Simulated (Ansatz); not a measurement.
**CH6AlO+ (SMILES [OH2+][CH2][AlH2]): functionals against CCSD(T) at one geometry**

One table from this session's results is given with a row withheld; the runs are named, their logs left out.

Computed with Ansatz 0.2.0, Gaussian basis. Level: single points in def2-TZVPP.

Correlated methods freeze the cores.

**The system as given**

9 atoms, charge 1, spin multiplicity 1.

Atoms are counted from 1 here; the program's logs count them from 0.

Bond lengths: O1–C2 1.474 Å, O1–H4 0.983 Å, O1–H5 1.001 Å, C2–Al3 2.090 Å, C2–H6 1.067 Å, C2–H7 1.129 Å, Al3–H8 1.530 Å, Al3–H9 1.564 Å. Angles: C2–O1–H4 114.0°, C2–O1–H5 107.5°, H4–O1–H5 110.4°, O1–C2–Al3 99.2°, O1–C2–H6 109.2°, O1–C2–H7 106.5°, Al3–C2–H6 117.1°, Al3–C2–H7 117.5°, H6–C2–H7 106.5°, C2–Al3–H8 132.2°, C2–Al3–H9 99.7°, H8–Al3–H9 128.0°.

As a file:

```xyz
9
charge 1, multiplicity 1
O     0.0278    0.1743   -1.2862
C     0.5693    0.6242    0.0089
Al   -0.2682   -0.8374    1.2461
H    -0.2900    0.9041   -1.8624
H    -0.7151   -0.4691   -1.0950
H     0.2729    1.6347    0.1809
H     1.6934    0.6346   -0.0992
H     0.0018   -1.2329    2.6993
H    -1.3235   -1.4421    0.2625
```

The first run:

The input, run/in.yaml:

```yaml
crystal:
  periodic: [false, false, false]
  atoms:
    - {symbol: O, position_ang: [0.027800, 0.174300, -1.286200]}
    - {symbol: C, position_ang: [0.569300, 0.624200, 0.008900]}
    - {symbol: Al, position_ang: [-0.268200, -0.837400, 1.246100]}
    - {symbol: H, position_ang: [-0.290000, 0.904100, -1.862400]}
    - {symbol: H, position_ang: [-0.715100, -0.469100, -1.095000]}
    - {symbol: H, position_ang: [0.272900, 1.634700, 0.180900]}
    - {symbol: H, position_ang: [1.693400, 0.634600, -0.099200]}
    - {symbol: H, position_ang: [0.001800, -1.232900, 2.699300]}
    - {symbol: H, position_ang: [-1.323500, -1.442100, 0.262500]}
basis:
  gaussian: {orbitals: def2-TZVPP}
total_charge: 1
correlation: {method: ccsd_t}
output: {forces: true}
```

No record of the launch command was kept for these runs.

Among the steps run: CCSD(T)/def2-TZVPP; PBE0-D4/def2-TZVPP; wB97M-V/def2-TZVPP; r2SCAN-D4/def2-TZVPP; PBE-D4/def2-TZVPP; BLYP-D4/def2-TZVPP; SPW92/def2-TZVPP.

One table of the session follows, with a row left open; its other results are not shown here.

```
   method  RMS force component (eV/Å)  angle to CCSD(T) forces (°)
  CCSD(T)                       0.697                    reference
  PBE0-D4                       0.656                         10.5
  wB97M-V                       0.682                          4.8
r2SCAN-D4                       0.686                          8.0
   PBE-D4                           ?                            ?
  BLYP-D4                       0.692                         18.1
    SPW92                       0.619                         38.8
```

**Question.** Estimate the row for PBE-D4.

As computed: RMS force component (eV/Å): 0.651; angle to CCSD(T) forces (°): 20.9. In the column «RMS force component (eV/Å)» it lies between SPW92 (0.619) and PBE0-D4 (0.656).
